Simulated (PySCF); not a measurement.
Relative stability

The two ends of one reaction step of AlH2Cl, closed shell (PBE0-D4/def2-TZVP).

A:

```
4
angstrom
Al 1.2254 1.4743 0.4243
H -0.1357 -1.4586 -1.2943
H -0.5642 -1.2281 -0.7273
Cl -0.5469 1.1928 1.6069
```

B:

```tsv
atom	x (Å)	y (Å)	z (Å)
Al1	0.0114	-0.1119	-0.1104
H2	1.2355	-0.0383	-1.0995
H3	-1.1047	-1.2236	-0.1352
Cl4	-0.1439	1.3840	1.3514
```

PySCF 2.14 with density fitting (its default auxiliary sets; JK sets also for MP2 and CCSD(T)); basis: def2-TZVPP; cores frozen in the correlated methods. B3LYP uses VWN-RPA correlation.

Problem. Which structure is lower at CCSD(T), and by how much? (To be estimated.)

Solution. The calculation gives: B, by 67.0 kJ/mol (electronic energy, against the other). By their contacts, A is a complex of AlCl + H₂ and B is AlH₂Cl ([AlH2][Cl]).

All methods give the same order:

| method | E(B) − E(A) (kJ/mol) |
| --- | --- |
| SPW92 | -74.1 |
| PBE-D4 | -58.4 |
| r2SCAN-D4 | -82.6 |
| PBE0-D4 | -70.8 |
| B3LYP-D4 | -61.3 |
| BHLYP-D4 | -74.1 |
| wB97M-V | -61.7 |
| HF | -82.8 |
| MP2 | -73.6 |
| CCSD | -69.0 |
| CCSD(T) | -67.0 |

No T1 diagnostic of these runs exceeds 0.011.

Labels in which every atom is bracketed show which atoms are joined, not bond orders.

For scale, one of the runs: CCSD(T)/def2-TZVPP, 112 basis functions, launched by `OMP_NUM_THREADS=4 python run.py`. Hardware: 4 CPU threads of an AMD EPYC 9B45, shared host. Wall time about 7 s.
